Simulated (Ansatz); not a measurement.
# One shape, several levels: NH3 (SMILES N)

Wanted: a comparison of 6 runs (B2PLYP/3-21G, BHLYP/6-31G, BLYP/3-21G, PBE0/3-21G, UPBE0/6-31G, CCSD/3-21G) of NH3. 

The calculation is run with Ansatz 0.2.0.

48 further runs of the same task are left out: 48 set aside as unsound or not needed.

### Step 1. The molecule

NH3: 4 atoms, total charge 0, spin state singlet. As SMILES, `N`. The H2–N1 distance was set to 2.025 Å, away from the relaxed value. At this shape a bond of the SMILES string is far longer than usual.

Bond lengths: N1–H3 1.013 Å, N1–H4 1.013 Å. Angles: H3–N1–H4 107.1°.

### Step 2. A single-point energy at B2PLYP/3-21G (run 1)

job.yaml

```yaml
crystal:
  periodic: [false, false, false]
  atoms:
    - symbol: "N"
      position_ang: [-0.630317, 0.800787, -0.527351]
    - symbol: H
      position_ang: [0.490470, -0.301820, 0.749180]
    - symbol: H
      position_ang: [-1.447887, 0.249377, -0.757191]
    - symbol: H
      position_ang: [-0.093487, 0.905597, -1.379481]
basis:
  gaussian:
    orbitals: 3-21G.json
hamiltonian:
  xc: {name: B2PLYP}
correlation:
  frozen_orbitals: {H: 0, "N": 1}
accuracy: high
```

The basis set 3-21G is read from a file made from the Basis Set Exchange's data (not shown).

Run with:

```
$ ansatz run job.yaml --threads 1 --pin off --max-ram 3480MiB --events-out events.jsonl --progress --plain --runs-dir runs
```

Standard output:

```text
Warning: RAYON_NUM_THREADS=1 ignored (pool sized by the plan → 1); use --threads N
Functional definition: B2PLYP
  name "B2PLYP"
  parameter a = 0.53
  parameter c = 0.27
  exchange = (1 - a)*b88_x + a*exact_x
  correlation = (1 - c)*lyp_c + c*(mp2_os + mp2_ss)
287 factors; integrals over basis functions are off by at most 6.1e-9 eV
mean field evaluation 1: about -1516.8247 eV, gradient 4.2e1 eV
mean field evaluation 2: about -1516.8173 eV, gradient 4.2e1 eV
mean field evaluation 4: about -1521.7736 eV, gradient 1.9e0 eV
mean field evaluation 8: about -1521.8024 eV, gradient 4.0e-1 eV
mean field evaluation 16: about -1521.8035 eV, gradient 1.6e-5 eV
mean field -1521.80354238 eV, -55.9252486669 hartree, gradient 4.4e-8 eV, S^2 0.000000; 0 other end points of the search recorded, 0 dependent functions left out; unrestricted orbitals would lower it
1 core orbitals not correlated: weight in the atoms' cores, before any rotation towards them, 1.000 or more for the frozen orbitals, at most 0.000 for the correlated occupied ones
reference -1521.80355541 eV, -55.9252491459 hartree; 4, 4 occupied and 10, 10 virtual orbitals, 287 factors
second order -5.46976161 eV of doubles, -0.00000000 eV of singles
Total energy: -1523.28039105 eV, -55.9795218544 hartree
```

It took 0.4 s on 1 thread of Intel Xeon 6975P-C (Granite Rapids), shared host.

### Step 3. A single-point energy at BHLYP/6-31G (run 2)

in.yaml

```yaml
basis:
  gaussian:
    orbitals: 6-31G
crystal:
  periodic: [false, false, false]
  atoms:
    - {symbol: N, position_ang: [-0.630317, 0.800787, -0.527351]}
    - {symbol: H, position_ang: [0.490470, -0.301820, 0.749180]}
    - {symbol: H, position_ang: [-1.447887, 0.249377, -0.757191]}
    - {symbol: H, position_ang: [-0.093487, 0.905597, -1.379481]}
hamiltonian:
  xc: {name: BHLYP}
accuracy: high
```

Run with:

```
$ ansatz run in.yaml --threads 1 --pin off --max-ram 3480MiB --events-out events.jsonl --progress --plain --runs-dir runs
```

Standard output:

```text
Warning: RAYON_NUM_THREADS=1 ignored (pool sized by the plan → 1); use --threads N
Functional definition: BHLYP
  name "BHLYP"
  parameter a = 0.5
[... 1 set-up line as earlier in the session ...]
  correlation = lyp_c
349 factors; integrals over basis functions are off by at most 2.9e-9 eV
mean field evaluation 1: about -1525.5375 eV, gradient 4.8e1 eV
mean field evaluation 2: about -1516.7112 eV, gradient 6.9e1 eV
mean field evaluation 4: about -1532.1609 eV, gradient 3.2e0 eV
mean field evaluation 8: about -1532.1945 eV, gradient 7.6e-2 eV
mean field evaluation 16: about -1532.1945 eV, gradient 7.0e-7 eV
mean field -1532.19451107 eV, -56.3071097231 hartree, gradient 8.3e-9 eV, S^2 0.000000; 0 other end points of the search recorded, 0 dependent functions left out
reference -1532.19452807 eV, -56.3071103477 hartree; 5, 5 occupied and 10, 10 virtual orbitals, 349 factors
Total energy: -1532.19452807 eV, -56.3071103477 hartree
```

Run time: 0.28 s. Hardware: 1 thread of Intel Xeon 6975P-C (Granite Rapids), shared host.

Runs 3 to 4 aren't shown in full; the table further down has their settings and results.

### Step 4. A single-point energy at UPBE0/6-31G (run 5)

run.yaml

```yaml
crystal:
  periodic: [false, false, false]
  atoms:
    - {symbol: N, position_ang: [-0.630317, 0.800787, -0.527351]}
    - {symbol: H, position_ang: [0.490470, -0.301820, 0.749180]}
    - {symbol: H, position_ang: [-1.447887, 0.249377, -0.757191]}
    - {symbol: H, position_ang: [-0.093487, 0.905597, -1.379481]}
basis:
  gaussian: {orbitals: 6-31G}
accuracy: high
hamiltonian: {xc: pbe0}
magnetization: {spin_polarized: true}
```

Run with:

```
$ ansatz run run.yaml --threads 1 --pin off --max-ram 3480MiB --events-out events.jsonl --progress --plain --runs-dir runs
```

Standard output:

```text
Warning: RAYON_NUM_THREADS=1 ignored (pool sized by the plan → 1); use --threads N
Functional definition: PBE0
  name "PBE0"
  parameter a = 0.25
  parameter kappa = 0.804
  parameter beta = 0.06672455060314922
  exchange = (1 - a)*pbe_x(kappa = kappa, mu = beta*pi^2/3) + a*exact_x
  correlation = pbe_c(beta = beta)
349 factors; integrals over basis functions are off by at most 2.9e-9 eV
mean field evaluation 1: about -1522.9566 eV, gradient 3.9e1 eV
mean field evaluation 2: about -1504.5326 eV, gradient 6.1e1 eV
mean field evaluation 4: about -1531.1144 eV, gradient 8.3e0 eV
mean field evaluation 8: about -1531.6599 eV, gradient 2.4e-1 eV
mean field evaluation 16: about -1531.6603 eV, gradient 4.4e-7 eV
mean field evaluation 32: about -1529.5418 eV, gradient 2.3e1 eV
mean field -1532.03473199 eV, -56.3012379501 hartree, gradient 2.9e-8 eV, S^2 0.640199; 3 other end points of the search recorded, 0 dependent functions left out
reference -1532.03473341 eV, -56.3012380022 hartree; 5, 5 occupied and 10, 10 virtual orbitals, 349 factors
Total energy: -1532.03473341 eV, -56.3012380022 hartree
```

Run time: 1 s. Hardware: 1 thread of Intel Xeon 6975P-C (Granite Rapids), shared host.

### Step 5. The energy at CCSD/3-21G (run 6)

run.yaml

```yaml
crystal:
  periodic: [false, false, false]
  atoms:
    - {symbol: "N", position_ang: [-0.630317, 0.800787, -0.527351]}
    - {symbol: H, position_ang: [0.490470, -0.301820, 0.749180]}
    - {symbol: H, position_ang: [-1.447887, 0.249377, -0.757191]}
    - {symbol: H, position_ang: [-0.093487, 0.905597, -1.379481]}
basis:
  gaussian: {orbitals: 3-21G.json}
scf: {omitted_lower_state_checks: [cluster_reference, increment]}
correlation: {method: ccsd, frozen_orbitals: {H: 0, "N": 1}}
accuracy: high
```

The basis set 3-21G is read from a file made from the Basis Set Exchange's data (not shown).

Run with:

```
$ ansatz run run.yaml --threads 1 --pin off --max-ram 3480MiB --events-out events.jsonl --progress --plain --runs-dir runs
```

Standard output:

```text
Warning: RAYON_NUM_THREADS=1 ignored (pool sized by the plan → 1); use --threads N
Functional definition: HF
  name "HF"
  exchange = exact_x
  correlation = 0
these checks for a lower state are left out or cut short: cluster_reference, increment
287 factors; integrals over basis functions are off by at most 6.1e-9 eV
mean field evaluation 1: about -1512.0181 eV, gradient 2.9e1 eV
mean field evaluation 2: about -1512.0158 eV, gradient 2.9e1 eV
mean field evaluation 4: about -1514.8428 eV, gradient 3.2e0 eV
mean field evaluation 8: about -1514.8858 eV, gradient 1.1e-1 eV
mean field evaluation 16: about -1514.8860 eV, gradient 1.6e-8 eV
mean field -1514.88599062 eV, -55.6710333285 hartree, gradient 1.6e-8 eV, S^2 0.000000; 1 other end points of the search recorded, 0 dependent functions left out; unrestricted orbitals would lower it
1 core orbitals not correlated: weight in the atoms' cores, before any rotation towards them, 1.000 or more for the frozen orbitals, at most 0.000 for the correlated occupied ones
reference -1514.88599062 eV, -55.6710333285 hartree; 4, 4 occupied and 10, 10 virtual orbitals, 287 factors
second order -4.02061406 eV of doubles, -0.00000000 eV of singles
cycle   1  -4.29974865 eV  change   -4.9e-1 eV  update   1.1e-1
cycle   2  -4.88591946 eV  change   -5.9e-1 eV  update   6.3e-2
cycle   3  -5.04546278 eV  change   -1.6e-1 eV  update   2.4e-2
cycle   4  -5.03686693 eV  change    8.6e-3 eV  update   1.2e-2
cycle   5  -5.07831977 eV  change   -4.1e-2 eV  update   8.6e-3
cycle   6  -5.06582297 eV  change    1.2e-2 eV  update   4.4e-3
cycle   7  -5.07084971 eV  change   -5.0e-3 eV  update   1.4e-3
cycle   8  -5.07140357 eV  change   -5.5e-4 eV  update   3.8e-4
cycle   9  -5.07050780 eV  change    9.0e-4 eV  update   1.4e-4
cycle  10  -5.07067707 eV  change   -1.7e-4 eV  update   4.3e-5
cycle  11  -5.07061751 eV  change    6.0e-5 eV  update   1.6e-5
cycle  12  -5.07060134 eV  change    1.6e-5 eV  update   4.7e-6
cycle  13  -5.07060174 eV  change   -4.0e-7 eV  update   1.1e-6
cycle  14  -5.07060130 eV  change    4.4e-7 eV  update   3.5e-7
cycle  15  -5.07060178 eV  change   -4.8e-7 eV  update   1.3e-7
cycle  16  -5.07060237 eV  change   -6.0e-7 eV  update   6.8e-8
cycle  17  -5.07060264 eV  change   -2.7e-7 eV  update   4.5e-8
cycle  18  -5.07059890 eV  change    3.7e-6 eV  update   7.7e-7
cycle  19  -5.07059628 eV  change    2.6e-6 eV  update   4.2e-7
cycle  20  -5.07059526 eV  change    1.0e-6 eV  update   1.1e-7
cycle  21  -5.07059539 eV  change   -1.2e-7 eV  update   2.5e-8
cycle  22  -5.07059529 eV  change    9.8e-8 eV  update   1.8e-8
cycle  23  -5.07059526 eV  change    2.8e-8 eV  update   4.0e-9
cycle  24  -5.07059527 eV  change   -1.0e-8 eV  update   1.5e-9
cycle  25  -5.07059527 eV  change   1.5e-10 eV  update  2.5e-10
WARN: these amplitudes may be one of several solutions (largest doubles amplitude 0.41, level shift 1.41 eV)
Total energy: -1519.95658588 eV, -55.8573742677 hartree
Checks for a lower state left out: cluster_reference, increment
```

It took 0.1 s on 1 thread of Intel Xeon 6975P-C (Granite Rapids), shared host.

### Step 6. Overview of the runs

```
run         level  frozen core orbitals  energy (Eh)  wall time
  1  B2PLYP/3-21G                     1   -55.979522      0.4 s
  2   BHLYP/6-31G                     –   -56.307110     0.28 s
  3    BLYP/3-21G                     –   -56.050214     0.28 s
  4    PBE0/3-21G                     –   -55.989941     0.28 s
  5   UPBE0/6-31G                     –   -56.301238        1 s
  6    CCSD/3-21G                     1   -55.857374      0.1 s
```

### Step 7. What came out

```
                                         quantity         value
                              run 6: total energy  -55.85737 Eh
run 6: correlation energy (1 core orbital frozen)    -186.3 mEh
                             run 6: T1 diagnostic         0.031
```

Totals of different functionals can't be ranked against each other. In run 6 the T1 diagnostic is large, so a single reference may not serve. In runs 1, 6 the log says that unrestricted orbitals would lower the reference, so the values rest on an unstable closed-shell determinant (other closed-shell runs at this shape may share the fault). In runs 1, 2, 3, 4, 6 a closed-shell determinant meets a far-stretched bond, which it describes badly. Spin contamination of the reference: run 5 ⟨S²⟩ = 0.64. Where it is this large, the reference is a mixture of spin states, and values that rest on it are in doubt. All runs together took 2.4 s, the longest 1 s.
